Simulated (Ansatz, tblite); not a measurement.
**The cluster V3+: rung by rung**

How do method and basis change the picture of the cluster V3+ (singlet)?

Method: as each input shows; program: Ansatz 0.2.0, Gaussian basis.

Levels to be run: GFN1-xTB, GFN2-xTB, PBE-D4/def2-TZVP, r2SCAN-D4/def2-TZVP, PBE-QIDH/def2-TZVP, LC-ωPBE/def2-TZVP, CAM-B3LYP-D4/def2-TZVP, B3LYP-D4/def2-TZVP, ωB97M-V/def2-TZVP, PBE-D4/def2-SVP, PBE0-D4/def2-SVP, HF/STO-3G, CCSD(T)/def2-TZVPP, MP2/def2-TZVP.

1 further run of the same task is left out (it didn't finish).

## Step 1: The relaxed structure

The geometry is that of the singlet, from an earlier relaxation (PBE0-D4/def2-TZVP). At that level it is the lowest of the isomers that a small search found.

3 atoms, charge 1, spin multiplicity 1.

Bond lengths: V1–V2 2.223 Å, V1–V3 2.215 Å, V2–V3 1.736 Å. Angles: V2–V1–V3 46.0°, V1–V2–V3 66.7°, V1–V3–V2 67.2°.

Coordinates:

```xyz
3
charge 1, multiplicity 1
V     0.4058   -1.2981    0.0632
V     0.6227    0.9137    0.0095
V    -1.0284    0.3845   -0.0727
```

No spin-orbit coupling is included. The ion is computed in the gas phase, without counter-ions or solvent.

PBE0-D4/def2-TZVP was run before; its log isn't repeated, and its numbers join the tables.

## Step 2: GFN1-xTB

Tight binding, by tblite at 300 K electronic temperature and without a spin-polarisation term:

```python
tblite.interface.Calculator('GFN1-xTB', numbers, positions, charge=1, uhf=0).singlepoint()
```

Energy -91.7843 eV, HOMO -17.73 eV, LUMO -17.62 eV; 0.021 s.

## Step 3: GFN2-xTB

Tight binding, by tblite at 300 K electronic temperature and without a spin-polarisation term:

```python
tblite.interface.Calculator('GFN2-xTB', numbers, positions, charge=1, uhf=0).singlepoint()
```

Energy -137.6397 eV, HOMO -15.05 eV, LUMO -14.75 eV; 0.006 s.

## Step 4: PBE-D4/def2-TZVP

start.molden holds the orbitals of an earlier run on this state, given as this run's starting guess.

File in.yaml:

```yaml
crystal:
  periodic: [false, false, false]
  atoms:
    - {symbol: V, position_ang: [0.405765, -1.298137, 0.063214]}
    - {symbol: V, position_ang: [0.622668, 0.913655, 0.009461]}
    - {symbol: V, position_ang: [-1.028432, 0.384482, -0.072675]}
basis:
  gaussian: {orbitals: def2-TZVP, initial_orbitals: start.molden}
total_charge: 1
hamiltonian: {xc: pbe, dispersion: d4}
scf: {omitted_lower_state_checks: [starts]}
output: {orbitals: {seedname: orbitals}}
```

Command:

```sh
> ansatz run in.yaml --threads 4 --pin off --events-out ev --progress --plain --max-ram 3916MiB
```

The runs that follow: r2SCAN-D4/def2-TZVP; PBE-QIDH/def2-TZVP; LC-ωPBE/def2-TZVP; CAM-B3LYP-D4/def2-TZVP; B3LYP-D4/def2-TZVP; ωB97M-V/def2-TZVP; PBE-D4/def2-SVP; PBE0-D4/def2-SVP; HF/STO-3G; CCSD(T)/def2-TZVPP; MP2/def2-TZVP.

Q: Predict the results of all the runs planned. Wanted: gap in def2-TZVP, named functionals, smallest and largest; correlation energy, CCSD(T)/def2-TZVPP; correlation energy, MP2/def2-TZVP; PBE0 total energy, smallest basis above largest.

As calculated:

| quantity | value |
| --- | --- |
| gap in def2-TZVP, named functionals, smallest and largest | 0.41 eV (r2SCAN-D4), 6.65 eV (LC-ωPBE) |
| correlation energy, CCSD(T)/def2-TZVPP | -52.78 eV |
| correlation energy, MP2/def2-TZVP | -35.31 eV |
| PBE0 total energy, smallest basis above largest | 10.24 eV (def2-SVP, def2-TZVP) |

What this shows: Orbital gaps of the named functionals in def2-TZVP span 0.41 eV (r2SCAN-D4) to 6.65 eV (LC-ωPBE); exact exchange widens it. PBE-D4 leaves an empty level below a filled one, so this occupation isn't an aufbau state there; left out of the range. Notes on CCSD(T)/def2-TZVPP and its Hartree-Fock reference, which MP2 shares: large T1 diagnostic, restricted state is unstable towards broken spin symmetry, state flagged by the program.
